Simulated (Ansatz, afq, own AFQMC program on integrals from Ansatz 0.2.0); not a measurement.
**SiH₂Cl (doublet): AFQMC on the coupled-cluster ladder at distance Cl1–H2 along a hydrogen transfer = 1.518 Å, cc-pVTZ**

How near does AFQMC come to the top of the ladder for SiH₂Cl (doublet)?

The runs use Ansatz 0.2.0, Gaussian basis, and an in-house AFQMC program (afq) on its integrals; all values are calculated; cc-pVTZ, frozen cores.

Plan: PBE (unrestricted); CCSD(T) on UHF; r2SCAN (unrestricted); PBE0 (unrestricted); B3LYP (unrestricted); CCSDT(Q) on UHF; wB97M-V (unrestricted); B2PLYP (unrestricted); Phaseless AFQMC, CISD trial on UHF.

## 1. The geometry

The geometry derives from fragments relaxed apart (PBE0/def2-TZVP) and kept rigid, so it is no stationary point. A hydrogen atom is moved between rigid fragments.

4 atoms, charge 0, spin multiplicity 2.

Atoms are counted from 1 here; the program's logs count them from 0.

Bond lengths: Cl1–H2 1.518 Å, H2–Si3 1.620 Å, Si3–H4 1.532 Å. Angles: Cl1–H2–Si3 180.0°, H2–Si3–H4 105.0°.

## 2. PBE (unrestricted)

Input file in.yaml:

```yaml
crystal:
  periodic: [false, false, false]
  atoms:
    - {symbol: Cl, position_ang: [-1.422099, 0.022748, 0.000000]}
    - {symbol: H, position_ang: [0.095901, 0.022748, 0.000000]}
    - {symbol: Si, position_ang: [1.715901, 0.022748, 0.000000]}
    - {symbol: H, position_ang: [2.112335, -1.456765, 0.000000]}
basis:
  gaussian: {orbitals: cc-pVTZ}
magnetization: {spin_polarized: true, initial_magnetization: 1}
hamiltonian: {xc: {name: PBE}}
output: {orbitals: {seedname: orbitals}}
```

Run with:

```sh
> ansatz run in.yaml --threads 1 --pin off --events-out ev --progress --plain --max-ram 5632MiB --backend cpu
```

Log:

```text
Functional definition: PBE
  name "PBE"
  cite "Perdew, Burke & Ernzerhof, Phys. Rev. Lett. 77, 3865 (1996) doi:10.1103/PhysRevLett.77.3865"
  parent pbe
  parameter kappa = 0.804
  parameter beta = 0.06672455060314922
  exchange = pbe_x(kappa = kappa, mu = beta*pi^2/3)
  correlation = pbe_c(beta = beta)
668 factors; their error is unknown
mean field evaluation 1: about -20419.8751 eV, gradient 1.4e1 eV
mean field evaluation 2: about -20378.8089 eV, gradient 6.2e1 eV
mean field evaluation 4: about -20421.3294 eV, gradient 2.8e0 eV
mean field evaluation 8: about -20421.3810 eV, gradient 1.4e-1 eV
mean field evaluation 16: about -20421.3491 eV, gradient 4.7e-5 eV
mean field evaluation 32: about -20417.5180 eV, gradient 4.8e-1 eV
mean field evaluation 64: about -20420.9613 eV, gradient 7.0e-1 eV
mean field evaluation 96: about -20419.5802 eV, gradient 6.2e0 eV
mean field -20421.34906529 eV, -750.4707360618 hartree, gradient 2.3e-6 eV, S^2 0.754705; 10 other end points of the search recorded, 0 dependent functions left out
reference -20421.34909586 eV, -750.4707371853 hartree; 17, 16 occupied and 79, 80 virtual orbitals, 668 factors
Total energy: -20421.34909586 eV, -750.4707371853 hartree
```

Wall time 8 s (1 thread of AMD EPYC 7R13 (Zen 3), shared host); peak memory 1.8 GiB.

From the report: ⟨S²⟩ of the determinant 0.755 (pure doublet: 0.75).

## 3. CCSD(T) on UHF

in.yaml, as its differences from that of step 2:

```diff
@@ -10,3 +10,2 @@
 magnetization: {spin_polarized: true, initial_magnetization: 1}
-hamiltonian: {xc: {name: PBE}}
-output: {orbitals: {seedname: orbitals}}
+correlation: {method: ccsd_t, electrons: outside_noble_gas, hamiltonian_folder: ham}
```

Run with:

```sh
> ansatz run in.yaml --threads 1 --pin off --events-out ev --progress --plain --max-ram 16896MiB --backend cuda --devices 0, --max-vram 18GiB
```

Log, cut to the lines that bear on the results:

```text
Functional definition: HF
  name "HF"
  cite "Fock, Z. Phys. 61, 126 (1930) doi:10.1007/BF01340294"
  parent pbe
[...]
562 factors; integrals over basis functions are off by at most 1.3e-3 eV
[...]
mean field -20395.26164413 eV, -749.5120410169 hartree, gradient 9.3e-6 eV, S^2 1.003932; 22 other end points of the search recorded, 0 dependent functions left out
determinant -20395.26164413 eV, -749.5120410169 hartree, with singles and doubles -20404.50009590 eV, -749.8515478574 hartree
determinant -20395.23635252 eV, -749.5111115675 hartree, with singles and doubles -20404.55970157 eV, -749.8537383253 hartree
determinant -20394.89425288 eV, -749.4985396374 hartree, with singles and doubles -20403.91271381 eV, -749.8299619637 hartree
determinant -20394.71060373 eV, -749.4917906556 hartree, with singles and doubles -20404.16036008 eV, -749.8390627964 hartree
[...]
determinant -20395.26164413 eV, -749.5120410169 hartree, with singles and doubles -20404.45131862 eV, -749.8497553256 hartree
determinant -20395.23635252 eV, -749.5111115675 hartree, with singles and doubles -20404.45982261 eV, -749.8500678414 hartree
determinant -20394.71060373 eV, -749.4917906556 hartree, with singles and doubles -20404.39845039 eV, -749.8478124540 hartree
determinant -20394.48272752 eV, -749.4834163595 hartree, with singles and doubles -20403.92893811 eV, -749.8305581958 hartree
10 core orbitals not correlated: weight in the atoms' cores, before any rotation towards them, 1.000 or more for the frozen orbitals, at most 0.000 for the correlated occupied ones
reference -20395.23635252 eV, -749.5111115675 hartree; 7, 6 occupied and 79, 80 virtual orbitals, 562 factors
second order -8.09157340 eV of doubles, -0.00000000 eV of singles
cycle   1  -9.22347104 eV  change   -9.5e-7 eV  update   5.1e-6
perturbative correction -0.36642651 eV, -0.0134659258 hartree
Total energy: -20404.82625007 eV, -749.8635338022 hartree
```

Run time: 9.5 s. Hardware: 1 × NVIDIA H100 80GB HBM3 with 1 thread of AMD EPYC 7R13 (Zen 3), shared host; peak host memory 1.8 GiB.

From the report: ⟨S²⟩ of the determinant 0.803 (pure doublet: 0.75); correlation -9.5899 eV; T1 0.019; largest double amplitude 0.07.

This run also writes the integrals to the folder ham.

## 4. r2SCAN (unrestricted)

in.yaml, as its differences from that of step 3:

```diff
@@ -10,2 +10,2 @@
 magnetization: {spin_polarized: true, initial_magnetization: 1}
-correlation: {method: ccsd_t, electrons: outside_noble_gas, hamiltonian_folder: ham}
+hamiltonian: {xc: {name: r2SCAN}}
```

Run with:

```sh
> ansatz run in.yaml --threads 1 --pin off --events-out ev --progress --plain --max-ram 5632MiB --backend cpu
```

Log:

```text
Functional definition: r2SCAN
  name "r2SCAN"
  cite "Furness, Kaplan, Ning, Perdew & Sun, J. Phys. Chem. Lett. 11, 8208 (2020) doi:10.1021/acs.jpclett.0c02405"
  cite "Furness, Kaplan, Ning, Perdew & Sun, J. Phys. Chem. Lett. 11, 9248 (2020) doi:10.1021/acs.jpclett.0c03077"
  parent r2scan
  parameter k0 = 0.174
  parameter k1 = 0.065
  parameter a1 = 4.9479
  exchange = r2scan_x(k0 = k0, k1 = k1, a1 = a1)
  correlation = r2scan_c
668 factors; their error is unknown
mean field evaluation 1: about -20427.6264 eV, gradient 1.3e1 eV
mean field evaluation 2: about -20404.5743 eV, gradient 5.1e1 eV
mean field evaluation 4: about -20428.8033 eV, gradient 3.5e0 eV
mean field evaluation 8: about -20428.8822 eV, gradient 1.5e-1 eV
mean field evaluation 16: about -20428.8499 eV, gradient 1.1e-4 eV
mean field evaluation 32: about -20428.4313 eV, gradient 1.9e-6 eV
mean field -20428.84994606 eV, -750.7463883458 hartree, gradient 3.6e-6 eV, S^2 0.760222; 5 other end points of the search recorded, 0 dependent functions left out
reference -20428.84995644 eV, -750.7463887274 hartree; 17, 16 occupied and 79, 80 virtual orbitals, 668 factors
Total energy: -20428.84995644 eV, -750.7463887274 hartree
```

It took 12 s on 1 thread of AMD EPYC 7R13 (Zen 3), shared host; peak memory 1.8 GiB.

From the report: ⟨S²⟩ of the determinant 0.760 (pure doublet: 0.75).

## 5. PBE0 (unrestricted)

in.yaml, as its differences from that of step 4:

```diff
@@ -10,2 +10,3 @@
 magnetization: {spin_polarized: true, initial_magnetization: 1}
-hamiltonian: {xc: {name: r2SCAN}}
+hamiltonian: {xc: {name: PBE0}}
+output: {orbitals: {seedname: orbitals}}
```

Launched as before.

Log:

```text
Functional definition: PBE0
  name "PBE0"
  cite "Adamo & Barone, J. Chem. Phys. 110, 6158 (1999) doi:10.1063/1.478522"
  cite "Perdew, Burke & Ernzerhof, Phys. Rev. Lett. 77, 3865 (1996) doi:10.1103/PhysRevLett.77.3865"
  parent pbe
  parameter a = 0.25
  parameter kappa = 0.804
  parameter beta = 0.06672455060314922
  exchange = (1 - a)*pbe_x(kappa = kappa, mu = beta*pi^2/3) + a*exact_x
  correlation = pbe_c(beta = beta)
703 factors; their error is unknown
mean field evaluation 1: about -20421.6766 eV, gradient 1.2e1 eV
mean field evaluation 2: about -20418.8711 eV, gradient 2.4e1 eV
mean field evaluation 4: about -20422.8646 eV, gradient 1.3e0 eV
mean field evaluation 8: about -20422.8781 eV, gradient 3.8e-2 eV
mean field evaluation 16: about -20422.9862 eV, gradient 9.5e-5 eV
mean field evaluation 32: about -20422.9601 eV, gradient 6.5e-1 eV
mean field -20422.98617029 eV, -750.5308985610 hartree, gradient 1.2e-5 eV, S^2 0.760481; 3 other end points of the search recorded, 0 dependent functions left out
reference -20422.98619350 eV, -750.5308994138 hartree; 17, 16 occupied and 79, 80 virtual orbitals, 703 factors
Total energy: -20422.98619350 eV, -750.5308994138 hartree
```

Wall time 4.7 s (1 thread of AMD EPYC 7R13 (Zen 3), shared host); peak memory 1.8 GiB.

From the report: ⟨S²⟩ of the determinant 0.760 (pure doublet: 0.75).

## 6. B3LYP (unrestricted)

in.yaml, as its differences from that of step 5:

```diff
@@ -10,3 +10,2 @@
 magnetization: {spin_polarized: true, initial_magnetization: 1}
-hamiltonian: {xc: {name: PBE0}}
-output: {orbitals: {seedname: orbitals}}
+hamiltonian: {xc: {name: B3LYP}}
```

Launched as before.

Log, cut to the lines that bear on the results:

```text
Functional definition: B3LYP
  name "B3LYP"
  cite "Stephens, Devlin, Chabalowski & Frisch, J. Phys. Chem. 98, 11623 (1994) doi:10.1021/j100096a001"
  cite "Becke, Phys. Rev. A 38, 3098 (1988) doi:10.1103/PhysRevA.38.3098"
  cite "Lee, Yang & Parr, Phys. Rev. B 37, 785 (1988) doi:10.1103/PhysRevB.37.785"
  cite "Vosko, Wilk & Nusair, Can. J. Phys. 58, 1200 (1980) doi:10.1139/p80-159"
[...]
692 factors; their error is unknown
[...]
mean field -20431.67415605 eV, -750.8501761486 hartree, gradient 1.0e-5 eV, S^2 0.757312; 2 other end points of the search recorded, 0 dependent functions left out
reference -20431.67436454 eV, -750.8501838104 hartree; 17, 16 occupied and 79, 80 virtual orbitals, 692 factors
Total energy: -20431.67436454 eV, -750.8501838104 hartree
```

It took 3.2 s on 1 thread of AMD EPYC 7R13 (Zen 3), shared host; peak memory 1.8 GiB.

From the report: ⟨S²⟩ of the determinant 0.757 (pure doublet: 0.75).

## 7. CCSDT(Q) on UHF

in.yaml, as its differences from that of step 6:

```diff
@@ -10,2 +10,2 @@
 magnetization: {spin_polarized: true, initial_magnetization: 1}
-hamiltonian: {xc: {name: B3LYP}}
+correlation: {method: ccsdt_q, electrons: outside_noble_gas}
```

Run with:

```sh
> ansatz run in.yaml --threads 1 --pin off --events-out ev --progress --plain --max-ram 16896MiB --backend cuda --devices 0, --max-vram 18GiB
```

Log, cut to the lines that bear on the results:

```text
Functional definition: HF
  name "HF"
  cite "Fock, Z. Phys. 61, 126 (1930) doi:10.1007/BF01340294"
  parent pbe
[...]
1149 factors; integrals over basis functions are off by at most 2.1e-7 eV
[...]
mean field -20395.26166904 eV, -749.5120419324 hartree, gradient 6.1e-6 eV, S^2 1.003935; 22 other end points of the search recorded, 0 dependent functions left out
determinant -20395.26166904 eV, -749.5120419324 hartree, with singles and doubles -20404.50013646 eV, -749.8515493479 hartree
determinant -20395.23637684 eV, -749.5111124611 hartree, with singles and doubles -20404.55974377 eV, -749.8537398762 hartree
determinant -20394.89428222 eV, -749.4985407157 hartree, with singles and doubles -20403.91275575 eV, -749.8299635052 hartree
determinant -20394.71063245 eV, -749.4917917110 hartree, with singles and doubles -20404.16040280 eV, -749.8390643663 hartree
[...]
determinant -20395.23637684 eV, -749.5111124611 hartree, with singles and doubles -20404.45983834 eV, -749.8500684195 hartree
determinant -20394.71063245 eV, -749.4917917110 hartree, with singles and doubles -20404.39846561 eV, -749.8478130130 hartree
determinant -20394.48275848 eV, -749.4834174973 hartree, with singles and doubles -20403.92896002 eV, -749.8305590011 hartree
10 core orbitals not correlated: weight in the atoms' cores, before any rotation towards them, 1.000 or more for the frozen orbitals, at most 0.000 for the correlated occupied ones
reference -20395.23637684 eV, -749.5111124611 hartree; 7, 6 occupied and 79, 80 virtual orbitals, 1149 factors
second order -8.09160145 eV of doubles, -0.00000000 eV of singles
cycle   1  -8.84770495 eV  change   -7.6e-1 eV  update   9.3e-2
[...]
cycle  21  -9.62998653 eV  change    4.8e-7 eV  update   1.1e-6
perturbative correction -0.01963056 eV, -0.0007214099 hartree
Total energy: -20404.88599393 eV, -749.8657293486 hartree
```

It took 27 s on 1 × NVIDIA H100 80GB HBM3 with 1 thread of AMD EPYC 7R13 (Zen 3), shared host; peak host memory 1.8 GiB.

From the report: ⟨S²⟩ of the determinant 0.803 (pure doublet: 0.75); correlation -9.6496 eV; T1 0.020; largest double amplitude 0.07.

## 8. wB97M-V (unrestricted)

in.yaml, as its differences from that of step 7:

```diff
@@ -10,2 +10,3 @@
 magnetization: {spin_polarized: true, initial_magnetization: 1}
-correlation: {method: ccsdt_q, electrons: outside_noble_gas}
+hamiltonian: {xc: {name: wB97M-V}}
+output: {orbitals: {seedname: orbitals}}
```

Run with:

```sh
> ansatz run in.yaml --threads 1 --pin off --events-out ev --progress --plain --max-ram 5632MiB --backend cpu
```

Log, cut to the lines that bear on the results:

```text
Functional definition: wB97M-V
  name "wB97M-V"
  cite "Mardirossian & Head-Gordon, J. Chem. Phys. 144, 214110 (2016) doi:10.1063/1.4952647"
  cite "Becke, J. Chem. Phys. 107, 8554 (1997) doi:10.1063/1.475007"
  cite "Vydrov & Van Voorhis, J. Chem. Phys. 133, 244103 (2010) doi:10.1063/1.3521275"
  # Of w^i u^j: cxij and so on, Table III.
[...]
  gx(w, u) = 1 - cx + cx01*u + cx10*w
  gss(w, u) = css00 + css04*u^4 + css10*w + css20*w^2 + css43*w^4*u^3
  gos(w, u) = cos00 + cos10*w + (cos20 + cos21*u)*w^2 + (cos60 + cos61*u)*w^6
[...]
      + integral(e_c_pw_mod_opposite_spin*gos(b97_w_opposite, b97_u_opposite)) + vv10(b, c)
680 factors; their error is unknown
135 factors; integrals over basis functions are off by at most 7.5e-5 eV
[...]
mean field -20429.00912251 eV, -750.7522379725 hartree, gradient 2.0e-5 eV, S^2 0.756916; 1 other end points of the search recorded, 0 dependent functions left out
reference -20429.00915797 eV, -750.7522392755 hartree; 17, 16 occupied and 79, 80 virtual orbitals, 680 factors
Total energy: -20429.00915797 eV, -750.7522392755 hartree
```

Wall time 16 s (1 thread of AMD EPYC 7R13 (Zen 3), shared host); peak memory 1.8 GiB.

From the report: ⟨S²⟩ of the determinant 0.757 (pure doublet: 0.75).

## 9. B2PLYP (unrestricted)

in.yaml, as its differences from that of step 8:

```diff
@@ -10,3 +10,3 @@
 magnetization: {spin_polarized: true, initial_magnetization: 1}
-hamiltonian: {xc: {name: wB97M-V}}
-output: {orbitals: {seedname: orbitals}}
+hamiltonian: {xc: {name: B2PLYP}}
+correlation: {electrons: outside_noble_gas}
```

The command is unchanged.

Log, cut to the lines that bear on the results:

```text
Functional definition: B2PLYP
  name "B2PLYP"
  cite "Grimme, J. Chem. Phys. 124, 034108 (2006) doi:10.1063/1.2148954"
  cite "Becke, Phys. Rev. A 38, 3098 (1988) doi:10.1103/PhysRevA.38.3098"
  cite "Lee, Yang & Parr, Phys. Rev. B 37, 785 (1988) doi:10.1103/PhysRevB.37.785"
[...]
562 factors; integrals over basis functions are off by at most 1.3e-3 eV
[...]
mean field -20420.87683974 eV, -750.4533820929 hartree, gradient 7.3e-6 eV, S^2 0.769794; 4 other end points of the search recorded, 0 dependent functions left out
10 core orbitals not correlated: weight in the atoms' cores, before any rotation towards them, 1.000 or more for the frozen orbitals, at most 0.000 for the correlated occupied ones
reference -20420.87697288 eV, -750.4533869858 hartree; 7, 6 occupied and 79, 80 virtual orbitals, 562 factors
second order -10.05162543 eV of doubles, -0.00000000 eV of singles
Total energy: -20423.59091174 eV, -750.5531223995 hartree
```

It took 6 s on 1 thread of AMD EPYC 7R13 (Zen 3), shared host; peak memory 1.8 GiB.

From the report: ⟨S²⟩ of the determinant 0.770 (pure doublet: 0.75).

## 10. Phaseless AFQMC, CISD trial on UHF

It reads the integrals that the CCSD(T) run on this determinant wrote.

Run with:

```sh
> afq ham --method phaseless --trial cisd --walkers 1500 --populations 20 --least-time 60 --time-step 0.005 --steps-per-block 50 --equilibration-blocks 28 --max-blocks 4000 --target-error 0.00021 --factor-cut 1e-05 --start spin_pure --seed 3438 --release-times 0.24,0.51,0.99,1.62,2.4 --release-step 0.03 --release-every 3 --taylor-order 6
```

Log:

```text
orbitals 86  electrons 7 6  factors 548 of 562
reference energy -749.51111157 Eh
CCSD correlation -0.33895654 Eh in 14 cycles, weight of the determinant in the CISD state 0.8404
energy of the start -749.846762 Eh
 block  time / (1/Eh)  mean weight  energy / Eh
     1     0.250  0.9997  -749.842554
     2     0.500  0.9998  -749.847117
     3     0.750  0.9999  -749.852110
     4     1.000  0.9988  -749.856073
     5     1.250  0.9996  -749.858305
     6     1.500  1.0002  -749.859303
     7     1.750  0.9997  -749.860634
     8     2.000  0.9999  -749.862427
     9     2.250  1.0000  -749.863393
    10     2.500  0.9998  -749.863024
    11     2.750  1.0004  -749.863276
    13     3.250  0.9999  -749.864404
    15     3.750  1.0005  -749.864629
    17     4.250  1.0003  -749.865028
    19     4.750  0.9996  -749.866445
    21     5.250  0.9993  -749.865303
    23     5.750  1.0002  -749.864169
    25     6.250  1.0000  -749.863846
    27     6.750  0.9999  -749.863611
    29     7.250  0.9997  -749.864051
    31     7.750  1.0000  -749.863415
    33     8.250  1.0003  -749.864062
    35     8.750  1.0009  -749.866227
    37     9.250  0.9997  -749.865998
    39     9.750  1.0002  -749.866474
    41    10.250  1.0000  -749.865590
    43    10.750  1.0004  -749.866994
    45    11.250  1.0004  -749.866000
    47    11.750  0.9999  -749.868211
    49    12.250  0.9996  -749.867144
    51    12.750  0.9998  -749.864946
    53    13.250  0.9999  -749.866488
    55    13.750  1.0002  -749.866135
    57    14.250  0.9999  -749.864804
    59    14.750  0.9997  -749.865101
    61    15.250  0.9998  -749.864467
    63    15.750  1.0000  -749.865522
    65    16.250  0.9998  -749.864387
    67    16.750  1.0004  -749.864196
    69    17.250  0.9994  -749.864880
    71    17.750  1.0000  -749.865272
    73    18.250  1.0000  -749.864504
    75    18.750  0.9999  -749.864889
    77    19.250  0.9995  -749.863511
    79    19.750  0.9997  -749.864547
    81    20.250  1.0007  -749.862901
    83    20.750  0.9997  -749.862817
    85    21.250  1.0001  -749.863924
    87    21.750  0.9993  -749.863254
    89    22.250  1.0006  -749.864920
    91    22.750  1.0000  -749.863439
    93    23.250  1.0002  -749.863663
    95    23.750  1.0002  -749.865299
    97    24.250  1.0000  -749.862982
    99    24.750  1.0002  -749.864465
   101    25.250  0.9999  -749.864895
   103    25.750  0.9999  -749.865353
   105    26.250  1.0001  -749.865408
   107    26.750  0.9995  -749.867547
   109    27.250  1.0003  -749.866618
   111    27.750  1.0000  -749.867283
   113    28.250  0.9997  -749.865634
   115    28.750  0.9994  -749.865741
   117    29.250  0.9990  -749.865235
error from the spread of 20 populations
released: time / (1/Eh)  energy / Eh  error  mean overlap
  0.24  -749.865301  0.000254  0.9955
  0.51  -749.865301  0.000237  0.9964
  0.99  -749.865467  0.000247  0.9934
  1.62  -749.865791  0.000234  0.9848
  2.40  -749.865585  0.000470  0.9763
energy -749.865181 +/- 0.000200 Eh
```

Run time: 59 s. Hardware: 1 × NVIDIA H100 80GB HBM3 with 2 threads of AMD EPYC 7R13 (Zen 3), shared host; peak host memory 1.8 GiB.

Energy -20404.8711 ± 0.0055 eV. Caveats: constraint bias not in the error.

## 11. All levels side by side

On the UHF determinant, counted from CCSDT(Q) (a yardstick, not exact):

```tsv
level	energy (eV)	from CCSDT(Q) (kcal/mol)	statistical error (kcal/mol)	time
HF	-20395.2364	+222.53		
MP2	-20403.3279	+35.93		
CCSD	-20404.4598	+9.83		
CCSD(T)	-20404.8263	+1.38		
CCSDT(Q)	-20404.8860	0.00		
Phaseless AFQMC, CISD trial, step 0.005, 1500 walkers	-20404.8711	+0.34	0.13	59 s
```

The functionals' totals stand on their own zeros and serve differences with other points: PBE -20421.349 eV; r2SCAN -20428.850 eV; PBE0 -20422.986 eV; B3LYP -20431.674 eV; wB97M-V -20429.009 eV; B2PLYP -20423.591 eV.

## 12. Summary of results

| quantity | value |
| --- | --- |
| CCSD(T) on UHF from CCSDT(Q) | +1.38 kcal/mol |
| Phaseless AFQMC, CISD trial on UHF from CCSDT(Q) | +0.34 ± 0.13 kcal/mol |

In words: On UHF the phaseless walk with the CISD trial lies +0.34 kcal/mol from CCSDT(Q), within three error bars. Error bars are statistical and leave out the constraint, the time step and what remains of the start.
